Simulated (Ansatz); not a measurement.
System: fluorite CeO2. Method: PBE+SOC (Ansatz, a quantum-chemistry and plane-wave program, PAW).

Numerical settings: plane-wave cutoff 520 eV, 12×12×12 k mesh, Fermi–Dirac smearing 0.01 eV, PAW data made under PBE.

Properties against volume:

```json
[
 {"V (Å³/atom)": "12.774", "P (GPa)": "12.35", "direct gap at Γ (eV)": "3.000", "smallest gap on the k mesh (eV)": "2.006"},
 {"V (Å³/atom)": "13.045", "P (GPa)": "7.78", "direct gap at Γ (eV)": "2.877", "smallest gap on the k mesh (eV)": "1.940"},
 {"V (Å³/atom)": "13.317", "P (GPa)": "3.68", "direct gap at Γ (eV)": "2.760", "smallest gap on the k mesh (eV)": "1.876"},
 {"V (Å³/atom)": "13.589", "P (GPa)": "0.00", "direct gap at Γ (eV)": "2.649", "smallest gap on the k mesh (eV)": "1.813"},
 {"V (Å³/atom)": "13.861", "P (GPa)": "-3.29", "direct gap at Γ (eV)": "2.544", "smallest gap on the k mesh (eV)": "1.752"},
 {"V (Å³/atom)": "14.133", "P (GPa)": "-6.25", "direct gap at Γ (eV)": "2.444", "smallest gap on the k mesh (eV)": "1.694"},
 {"V (Å³/atom)": "14.404", "P (GPa)": "-8.89", "direct gap at Γ (eV)": "2.349", "smallest gap on the k mesh (eV)": "1.636"}
]
```

The fundamental gap (1.81 eV at the equilibrium volume, with added k points) lies elsewhere than Γ–Γ.

Measured, for comparison: band gap 3 eV (temperature not stated, no zero-point or thermal correction, O 2p to Ce 4f, our sources range from 3.00 to 3.20; as tabulated in Tran et al. (2019), arXiv:1908.01820).
